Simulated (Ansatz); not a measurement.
Input for Ansatz (development build ahead of 0.2.0):

```yaml
crystal:
  periodic: [false, false, false]
  atoms:
    - { symbol: C, position_ang: [0.0, 0.57612, -1.13584] }
    - { symbol: C, position_ang: [0.0, -0.57612, -1.13584] }
    - { symbol: C, position_ang: [0.0, 1.34551, -0.12317] }
    - { symbol: C, position_ang: [0.0, -1.34551, -0.12317] }
    - { symbol: C, position_ang: [0.0, 0.64642, 0.97025] }
    - { symbol: C, position_ang: [0.0, -0.64642, 0.97025] }
    - { symbol: H, position_ang: [0.0, 2.35008, -0.11985] }
    - { symbol: H, position_ang: [0.0, -2.35008, -0.11985] }
    - { symbol: H, position_ang: [0.0, 1.13133, 1.85241] }
    - { symbol: H, position_ang: [0.0, -1.13133, 1.85241] }
basis:
  gaussian: { orbitals: cc-pVDZ }
hamiltonian:
  xc: hf
correlation:
  method: mp2
  frozen_orbitals: { C: 1, H: 0 }
```

The input is written out in the form of the current development build from the run's settings.

Results

```
Converged                       : yes
Reference energy                : -229.30195 hartree
Correlation energy              : -0.75193 hartree
Total energy                    : -230.05388 hartree
Spin squared of the determinant : 0.000
```

Caution: no unrestricted run beside it, a lower state can exist.
